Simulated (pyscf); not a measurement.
`[NH2][Ti]([Cl])([Cl])[Cl]` + `[OH][SiH3]` → `[NH3]` + `[SiH3][O][Ti]([Cl])([Cl])[Cl]`, a four-centre exchange (singlet surface; N–Ti, H–O broken, H–N, O–Ti formed). PySCF, gas phase, ωB97X-D3(BJ)/def2-SVP geometries. Energies in kcal/mol from the separated reactants.

Small-basis levels: PySCF, no dispersion term, spherical d functions. 

**Question.** Quick B3LYP/6-31G*+LANL2DZ single points give ΔE‡ = 1.4 kcal/mol and ΔE = -20.6 kcal/mol. What does ωB97M-D3(BJ)/def2-TZVP give, and how far is the quick result from it?

**Answer.** ωB97M-D3(BJ)/def2-TZVP gives ΔE‡ = 1.0 kcal/mol and ΔE = -19.1 kcal/mol. B3LYP/6-31G*+LANL2DZ lies 0.4 kcal/mol over it in the barrier and 1.6 kcal/mol under it in the reaction energy, so on this step it holds to within 3.0 kcal/mol. ωB97M-D3(BJ)/def2-TZVP has limits of its own. On the reactant side the descent ends in an adduct with a O–Ti contact, 14.2 kcal/mol under the separated species and 11.8 kcal/mol under the saddle at ωB97X-D3(BJ)/def2-TZVP. On the product side the descent ends in an adduct with a N–Ti contact, 20.4 kcal/mol under the separated species and 38.2 kcal/mol under the saddle at ωB97X-D3(BJ)/def2-TZVP. What is counted as formed (O–Ti) is already present as a longer contact in the reactant adduct; forming that adduct is a step of its own. What is counted as broken (N–Ti) persists as a longer contact in the product adduct; parting that adduct is a step of its own. At ωB97X-D3(BJ)/def2-TZVP the barrier from the zero used here is -2.4 kcal/mol. One saddle was located; it need not be the lowest between these sides.
